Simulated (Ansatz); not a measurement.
# BFH₂O: an energy map over bond length B2–H5 and angle H5–B2–F3

A grid of calculations on BFH₂O, SMILES OBF, to see where the energy is lowest and how it rises around there.

Program: Ansatz 0.2.0. Level of theory: RKS PBE0-D4/def2-TZVP. These are calculated values, not measurements.

**1. Where the work starts**

SMILES `OBF`, 5 atoms, charge 0, spin multiplicity 1.

Atoms are counted from 1 here; the program's logs count them from 0.

Bond lengths: O1–B2 1.353 Å, O1–H4 0.977 Å, B2–F3 1.343 Å, B2–H5 1.212 Å. Angles: B2–O1–H4 112.1°, O1–B2–F3 120.4°, O1–B2–H5 119.5°, F3–B2–H5 120.0°.

As a file:

```csv
atom,x (Å),y (Å),z (Å)
O1,-0.87137,-0.64757,-0.00558
B2,0.37096,-0.13077,0.13883
F3,0.63503,1.12575,-0.25444
H4,-1.49088,-0.00859,-0.40909
H5,1.24763,-0.81042,0.62688
```

This geometry comes from a loose relaxation at PBE in a small basis, which is not shown.

**3. The grid**

First coordinate, bond length B2–H5: 15 values from 0.977 to 1.788 Å. Second coordinate, angle H5–B2–F3: 15 values from 84.6 to 154.6 °.

Nothing else is relaxed (all other coordinates rigid). Energies count from the relaxed molecule at the same level. Points are written as (first, second).

(The set-up runs are not shown.)

**4. Point (1.209 Å, 114.6°)**

Input file input.yaml:

```yaml
crystal:
  periodic: [false, false, false]
  atoms:
    - { symbol: O, position_ang: [-0.866189, -0.637005, -0.008139] }
    - { symbol: B, position_ang: [0.371058, -0.132318, 0.139416] }
    - { symbol: F, position_ang: [0.638837, 1.113374, -0.248855] }
    - { symbol: H, position_ang: [-1.487595, -0.017489, -0.404882] }
    - { symbol: H, position_ang: [1.312312, -0.725227, 0.612894] }
basis:
  gaussian: { orbitals: def2-TZVP }
hamiltonian:
  xc: pbe0
  dispersion: d4
output:
  forces: true
```

Launch:

```console
$ ansatz run input.yaml --threads 1 --pin off --max-ram 2560MiB --backend cpu --events-out ev --progress --plain --runs-dir out
```

Further runs follow: the other points that were computed.

Before running it: what results should come out? Wanted: lowest point; highest computed point; dipole moment; largest force on an atom.

The runs gave:

```
                       quantity                                                                            value
                   lowest point                                                 (1.209 Å, 119.6°), 0.08 kcal/mol
         highest computed point                                 (1.788 Å, 84.6°), 62.7 kcal/mol above the lowest
              dipole moment (D)  0.82 at (0.977 Å, 144.6°) to 1.98 at (1.788 Å, 84.6°); 1.11 at the lowest point
largest force on an atom (eV/Å)   0.4 at (1.209 Å, 119.6°) to 10.7 at (0.977 Å, 154.6°); 0.4 at the lowest point
        time for the whole task                                                   6 min on 1 thread, shared host
```

The lowest computed point is at (1.209 Å, 119.6°), 0.08 kcal/mol from the relaxed molecule at the same level. The grid is coarse, so the lowest point of the scanned range may lie between grid points; coordinates that were held can hide deeper minima. The grid shows no well of another kind. The highest computed point, (1.788 Å, 84.6°), lies 62.7 kcal/mol above the lowest. Round the minimum the two coordinates are nearly uncoupled.
